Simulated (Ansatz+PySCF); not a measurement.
## doublet CH₃: levels of theory in one basis

| atom | x (Å) | y (Å) | z (Å) |
| --- | --- | --- | --- |
| C | 0.0000 | 0.0000 | 0.0000 |
| H | 1.1776 | 0.0000 | 0.0000 |
| H | -0.5888 | 1.0198 | 0.0000 |
| H | -0.5888 | -1.0198 | 0.0000 |

Basis set: def2-SVP (spherical functions). Frozen core: 1 orbital. Correlation on ROHF uses semicanonical orbitals with singles. Charge 0, multiplicity 2.

Computed with Ansatz (development build ahead of 0.2.0); each method stands on the lowest determinant of its kind that the runs found. NEVPT2 correlates all electrons. Active spaces start from the frontier orbitals, and the lowest solution found is given.

| method | E − E(ROHF) (eV) | <S²> of the determinant |
| --- | --- | --- |
| ROHF | 0.00 | 0.75 |
| UHF | -0.13 | 0.77 |
| ROHF-MP2 | -3.63 | – |
| UHF-MP2 | -3.63 | 0.77 |
| ROHF-CCSD | -4.27 | – |
| UHF-CCSD | -4.27 | 0.77 |
| CASSCF(7,7) | -1.84 | – |
| SC-NEVPT2(7,7) | -3.87 | – |

Problem. What does ROHF-CCSD(T) give on the same scale?

Solution. -4.36 eV.

Problem. Is a single determinant a sound starting point here?

Solution. By this sign, yes. Unrestricted orbitals gain 0.13 eV and <S²> is 0.77 against 0.75 for a pure state. The CASSCF(7,7) natural occupations are 1.98, 1.97, 1.97, 1.00, 0.03, 0.03, 0.03.
